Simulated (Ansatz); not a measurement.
# Relaxing CsW2

Method: Ansatz 0.2.0, DFT PBE, scalar-relativistic, plane waves, PAW. Cutoff 420 eV, Γ-centred k mesh, Gaussian smearing, no spin polarisation in the final step.

CsW2 was placed on the rutile structure type (P4_2/mnm, No. 136), with Cs in place of Ti, W in place of O, at a guessed volume.

```xyz
6
Lattice="6.3477 0.0000 0.0000 0.0000 6.3477 0.0000 0.0000 0.0000 4.0885" Properties=species:S:1:pos:R:3 pbc="T T T"
Cs    0.0000    0.0000    0.0000
Cs    3.1738    3.1738    2.0443
W     1.9424    1.9424    0.0000
W     1.2314    5.1162    2.0443
W     4.4053    4.4053    0.0000
W     5.1162    1.2314    2.0443
```

Steps on the 4×4×4 mesh (6 atoms). 12 of 25 steps are shown, and the free energy counts from the last. Trial steps that were taken back and renewals of the plane-wave basis can be among the rows.

| step | ΔF (meV/atom) | V (Å³/atom) | P (GPa) | largest force component (eV/Å) |
| --- | --- | --- | --- | --- |
| 1 | 1482.8 | 27.46 | -7.62 | 0.027 |
| 3 | 1092.0 | 23.66 | 1.17 | 0.555 |
| 5 | 733.3 | 23.53 | 6.68 | 0.635 |
| 8 | 430.5 | 27.62 | 4.92 | 0.587 |
| 10 | 401.9 | 30.19 | 0.07 | 0.004 |
| 12 | 317.9 | 31.26 | 1.79 | 0.195 |
| 14 | 198.9 | 34.98 | 3.40 | 0.059 |
| 16 | 106.2 | 39.38 | 1.71 | 0.110 |
| 18 | 59.7 | 44.21 | -0.16 | 0.405 |
| 21 | 26.2 | 45.42 | 0.98 | 0.008 |
| 23 | 1.8 | 50.68 | 0.17 | 0.028 |
| 25 | 0.0 | 52.51 | -0.02 | 0.024 |

A final relaxation ran on a 6×6×6 mesh. The relaxed crystal, P4_2/mnm (No. 136):

```
Cs W
1.0
     6.48836    0.00000    0.00000
     0.00000    6.48836    0.00000
     0.00000    0.00000    7.48162
Cs W
2 4
Direct
  0.00000 0.00000 0.00000
  0.50000 0.50000 0.50000
  0.38813 0.38813 0.00000
  0.11187 0.88813 0.50000
  0.61187 0.61187 0.00000
  0.88813 0.11187 0.50000
```

- Volume per atom: 52.49 Å³
- Density: 5.28 g/cm³
- Energy over the elements: 3.27 eV/atom
- Gap on the 6×6×6 mesh: 0 eV (a metal)

Formation energies are uncorrected and refer to the elements' standard structures at the same level.

The final run used a 6×6×6 mesh on its 6-atom cell and 0.10 eV smearing. The k mesh leaves about 4 meV/atom of noise in metals. Spin–orbit coupling is left out.

A structure relaxed within its symmetry needn't be a true minimum.

Cost: 3 runs of about 6.2 core-minutes in all, on Intel Xeon Platinum 8375C (Ice Lake) (shared hosts).